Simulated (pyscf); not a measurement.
HO–Ti(OH)(F)–F + H₂O -> HO–Ti(OH)(OH)–F + HF (four-centre exchange; singlet surface; F–Ti, H–O broken, O–Ti, F–H formed). Optimised with ωB97X-D3(BJ)/def2-SVP in PySCF. Energies in eV from the separated reactants.

| level | barrier | reaction energy |
|---|---|---|
| PBE/def2-TZVP | 0.26 | +0.53 |
| B3LYP-D3(BJ)/def2-TZVP | ___ | +0.49 |
| PBE0-D3(BJ)/def2-TZVP | 0.26 | +0.49 |
| M06-2X/def2-TZVP | 0.14 | +0.41 |
| ωB97M-D3(BJ)/def2-TZVP | ___ | ___ |
| HF/def2-TZVP | 0.84 | +0.52 |

Q: What belongs in the gaps?

A: 
- B3LYP-D3(BJ)/def2-TZVP, barrier: 0.30
- ωB97M-D3(BJ)/def2-TZVP, barrier: 0.33
- ωB97M-D3(BJ)/def2-TZVP, reaction energy: +0.50

On the reactant side the descent ends in an adduct with a O–Ti contact (not fully relaxed), 0.51 eV under the separated species and 0.80 eV under the saddle at ωB97X-D3(BJ)/def2-TZVP. On the product side the descent ends in a bound adduct, 0.40 eV under the separated species and 0.19 eV under the saddle at ωB97X-D3(BJ)/def2-TZVP. At PBE, B3LYP-D3(BJ), PBE0-D3(BJ), M06-2X, ωB97M-D3(BJ) the saddle lies under the separated products, which points to a path from their complex (located at ωB97X-D3(BJ) alone), and parting the products costs more than the saddle. What is counted as formed (O–Ti) is already present as a longer contact in the reactant adduct; forming that adduct is a step of its own. This is the saddle that the search found; another between the same sides may lie lower.
